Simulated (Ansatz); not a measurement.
This Ansatz (an electronic-structure program) input (CCSD(T)/cc-pCVTZ) gives -1.17234 Eh with 28 basis functions. A basis named .json is the Basis Set Exchange file of that set (core-valence sets with the plain set on hydrogen).

Ansatz 0.2 input:
```yaml
crystal:
  periodic: [false, false, false]
  atoms:
    - {symbol: H, position_ang: [-0.00000000, -0.00000000, -0.37201156]}
    - {symbol: H, position_ang: [0.00000000, 0.00000000, 0.37201156]}
basis:
  gaussian:
    orbitals: cc-pCVTZ.json
magnetization: {spin_polarized: false}
correlation: {method: ccsd_t, frozen_orbitals: {H: 0}}
```

Change:
```diff
- orbitals: cc-pCVTZ.json
+ orbitals: cc-pCVDZ.json
```

Problem. What does the run give now?

Solution. -1.16348 Eh (CCSD(T)/cc-pCVDZ, 10 functions), a change of +8.86 mEh.
